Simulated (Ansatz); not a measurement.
hcp Ru was calculated with r²SCAN0 (plane waves, PAW; Ansatz, an electronic-structure program).

Numerical settings: plane-wave cutoff 520 eV, 12×12×6 k mesh (along the axes of the cell as run), Fermi–Dirac smearing 0.05 eV, no spin polarisation, scalar-relativistic PAW data made under PBE.

Computed at the level's own relaxed cell.

Q: Give the computed equilibrium lattice constant a and c axis length.

A: 
* **equilibrium lattice constant a**: 2.671 Å
* **c axis length**: 4.223 Å

Measured, for comparison: lattice constant a 2.706 Å (293 K, not corrected to a static lattice, our sources range from 2.700 to 2.706; as tabulated in Wikipedia's data pages); lattice parameter c 4.282 Å (293 K, not corrected to a static lattice; as tabulated in Wikipedia's data pages). Computed (rounded) less measured: lattice constant a -1.3 % (-1.1 % to -1.3 % over the range), lattice parameter c -1.4 %. A static lattice is as a rule a little smaller and stiffer than an uncorrected measurement, which narrows the difference in the lattice constant a, lattice parameter c and would widen misses of the other sign.

The computed numbers hold no vibrational or temperature effects.
